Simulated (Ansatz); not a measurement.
# C₂H₂S: a rigid scan of the bond length C2–S3

How does the energy rise as the bond length C2–S3 leaves its equilibrium value, and do density functionals follow CCSD(T)? No other atom is relaxed.

Method: single points in def2-TZVPP; program: Ansatz 0.2.0, Gaussian basis.

Levels: PBE-D4, r2SCAN-D4, PBE0-D4, B3LYP-D4, wB97M-V, Hartree-Fock, MP2, CCSD, CCSD(T). The scan takes 1.511, 1.545, 1.595, 1.652, 1.716, 1.785, 1.858, 1.935, 2.015 Å.

Cores are frozen in the correlated methods. B3LYP uses VWN-RPA correlation.

28 further runs of the same task are left out: 28 set aside as unsound or not needed.

### 1 Starting geometry

The minimum, relaxed at PBE0-D4: SMILES `C#CS`, 5 atoms, charge 0, spin multiplicity 1.

Atoms are counted from 1 here; the program's logs count them from 0.

Bond lengths: C1–C2 1.204 Å, C1–H4 1.064 Å, C2–S3 1.679 Å, S3–H5 1.346 Å. Angles: C2–C1–H4 179.3°, C1–C2–S3 175.2°, C2–S3–H5 96.7°.

As a file:

```
C    -1.1968   -0.3420    0.0019
C     0.0007   -0.2237    0.0261
S     1.6789   -0.1976    0.0834
H    -2.2568   -0.4334   -0.0218
H     1.8239    1.1231   -0.1310
```

Energies of the minimum (eV), from earlier single points: PBE-D4 -12933.52046, r2SCAN-D4 -12938.77195, PBE0-D4 -12934.44215, B3LYP-D4 -12941.56201, wB97M-V -12939.39315, CCSD(T) -12923.30745.

At the minimum the bond length C2–S3 is 1.679 Å.

### 2 C2–S3 = 1.511 Å

Contents of ccsdt-tzvpp/in.yaml:

```yaml
crystal:
  periodic: [false, false, false]
  atoms:
    - {symbol: C, position_ang: [-1.196758, -0.341980, 0.001867]}
    - {symbol: C, position_ang: [0.000682, -0.223683, 0.026135]}
    - {symbol: S, position_ang: [1.510621, -0.200235, 0.077654]}
    - {symbol: H, position_ang: [-2.256772, -0.433404, -0.021842]}
    - {symbol: H, position_ang: [1.655594, 1.120474, -0.136697]}
basis:
  gaussian: {orbitals: def2-TZVPP}
correlation: {method: ccsd_t}
```

No record of the launch command was kept for these runs.

Further steps of the session: C2–S3 = 1.545 Å; C2–S3 = 1.595 Å; C2–S3 = 1.652 Å; C2–S3 = 1.716 Å; C2–S3 = 1.785 Å; C2–S3 = 1.858 Å; C2–S3 = 1.935 Å; C2–S3 = 2.015 Å.

**Question.** What will these runs give? Wanted: highest point, CCSD(T); lowest point, CCSD(T); minimum along the scan, CCSD(T); RMS deviation from CCSD(T); largest T1 diagnostic.

**Answer**, as computed:

| quantity | value |
| --- | --- |
| highest point, CCSD(T) | 19.7 kcal/mol at 2.015 Å |
| lowest point, CCSD(T) | 0.0 kcal/mol at 1.716 Å |
| minimum along the scan, CCSD(T) | 1.699 Å |
| curvature there | 28.4 eV/Å² |
| RMS deviation from CCSD(T) | PBE-D4 1.3, r2SCAN-D4 2.2, PBE0-D4 2.2, B3LYP-D4 1.2, wB97M-V 0.8, Hartree-Fock 1.3, MP2 1.3, CCSD 0.3 kcal/mol |
| largest T1 diagnostic | 0.014 |

A polynomial through the near points puts the CCSD(T) minimum 0.020 Å above the PBE0-D4 value. The well is lopsided: squeezing costs more than stretching by the same length. Curvature against CCSD(T): PBE-D4 +1 %, Hartree-Fock +9 %. CCSD follows the CCSD(T) curve best and r2SCAN-D4 worst.
